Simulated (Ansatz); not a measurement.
**BH (triplet): from Hartree-Fock to the top rungs at distance B1–H2 = 4.044 Å, cc-pVQZ**

One table from this session's results is given with a row withheld; the runs are named, their logs left out.

Method: cc-pVQZ, core rule «outside noble gas», up to 1 orbitals frozen; program: Ansatz 0.2.0, Gaussian basis.

Plan: UHF; CCSD(T) on ROHF; CCSD(T) on UHF; BCCD(T) on ROHF; CCSDT(Q) on ROHF; CCSDT(Q) on UHF; CASSCF and NEVPT2, 4 electrons in 5 orbitals; Full CI.

17 further runs of the same task are left out: 10 that didn't finish, 7 set aside as unsound or not needed.

**The system**

The geometry derives from a PBE0/def2-TZVP stationary point (not a proven minimum). One bond is set to the value named and the two fragments are kept rigid.

2 atoms, charge 0, spin multiplicity 3.

Atoms are counted from 1 here; the program's logs count them from 0.

No contacts short enough for the rule that draws bonds.

The first run:

Input file in.yaml:

```yaml
crystal:
  periodic: [false, false, false]
  atoms:
    - {symbol: B, position_ang: [0.000000, 0.000000, 0.000000]}
    - {symbol: H, position_ang: [0.000000, 0.000000, 4.044000]}
basis:
  gaussian: {orbitals: cc-pVQZ}
magnetization: {spin_polarized: true, initial_magnetization: 2}
hamiltonian: {xc: hf}
output: {orbitals: {seedname: orbitals}}
```

Run with:

```console
> ansatz run in.yaml --threads 1 --pin off --events-out ev --progress --plain --max-ram 2393MiB
```

Among the steps run: UHF; CCSD(T) on ROHF; CCSD(T) on UHF; BCCD(T) on ROHF; CCSDT(Q) on ROHF; CCSDT(Q) on UHF; CASSCF and NEVPT2, 4 electrons in 5 orbitals; Full CI.

One table of the session follows, with a row left open; its other results are not shown here.

```
        method  from FCI (kJ/mol)
          ROHF             +190.0
           UHF             +179.5
          RMP2              +55.2
          UMP2              +55.8
         RCCSD               +5.2
         UCCSD               +4.8
      RCCSD(T)               +1.1
      UCCSD(T)                  ?
       BCCD(T)               +1.1
        RCCSDT                0.0
        UCCSDT               -0.1
     RCCSDT(Q)                0.0
     UCCSDT(Q)               -0.1
CASSCF valence              +99.1
NEVPT2 valence              +21.8
           FCI                  0
```

**Question.** Estimate the row for UCCSD(T).

As computed: from FCI (kJ/mol): +1.0. In the column «from FCI (kJ/mol)» it lies between FCI (0) and RCCSD(T) (+1.1).

To keep in mind: Levels on UHF freeze UHF's core orbitals, full CI those of ROHF, so the U rows can settle a little off it for that reason alone. Restricted and unrestricted rows rest on different reference determinants; where their highest levels disagree by more than a few hundredths of an eV, they describe different states and don't form one ladder.
